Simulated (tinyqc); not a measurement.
Starting guesses with plain Roothaan steps: SCF starting guesses in the sto-3g basis, for H3O+, spin multiplicity 1. Computed by the program tinyqc with PySCF. RHF with one setting changed at a time; a run stops when the energy changes by less than 1e-09 hartree and the error matrix is below 1e-5. Starts: the lowest orbitals of the core Hamiltonian, of the Wolfsberg-Helmholz matrix (K = 1.75), projected atomic densities, random orbitals, and the highest orbitals of the core Hamiltonian (a deliberately bad start).

Geometry (angstrom):

| atom | x | y | z |
|---|---|---|---|
| O | 0.0000 | 0.0000 | 0.0010 |
| H | 1.0900 | 0.0000 | 0.0000 |
| H | -0.5450 | 0.9440 | 0.0000 |
| H | -0.5450 | -0.9440 | 0.0000 |

lowest restricted solution found by these runs and by PySCF = -75.296412 hartree

Largest element of the error matrix X^T (FDS - SDF) X:

| iteration | core | Wolfsberg-Helmholz | atomic densities | random | highest core orbitals |
|---|---|---|---|---|---|
| 1 | 6.8e-01 | 4.5e-01 | 9.6e-01 | 1.2e+01 | 2.3e-01 |
| 2 | 2.4e-01 | 1.1e-01 | 3.3e-01 | 6.9e-01 | 7.1e-01 |
| 3 | 4.7e-02 | 2.0e-02 | 6.5e-02 | 2.0e-01 | 2.2e-01 |
| 4 | 1.2e-02 | 7.9e-03 | 1.8e-02 | 4.7e-02 | 4.6e-02 |
| 5 | 2.2e-03 | 1.6e-03 | 3.1e-03 | 1.1e-02 | 1.1e-02 |
| 6 | 6.1e-04 | 5.7e-04 | 9.1e-04 | 4.0e-03 | 2.2e-03 |
| 8 | 3.2e-05 | 4.2e-05 | 4.8e-05 | 9.3e-04 | 1.1e-04 |
| 10 | 1.7e-06 | 3.1e-06 | 2.6e-06 | 2.1e-04 | 6.4e-06 |
| 14 | - | - | - | 1.1e-05 | - |

How each run ends:

| run | iterations | E (hartree) | state |
|---|---|---|---|
| core | 10 | -75.29641 | lowest found |
| Wolfsberg-Helmholz | 10 | -75.29641 | lowest found |
| atomic densities | 10 | -75.29641 | lowest found |
| random | 15 | -75.29641 | lowest found |
| highest core orbitals | 10 | -75.29641 | lowest found |

What does the comparison show, and why?

5 of 5 runs reach the lowest restricted solution found, in 10 to 15 iterations (fastest: core, Wolfsberg-Helmholz, atomic densities, highest core orbitals). The first errors are 7e-01, 5e-01, 1e+00, 1e+01, 2e-01.
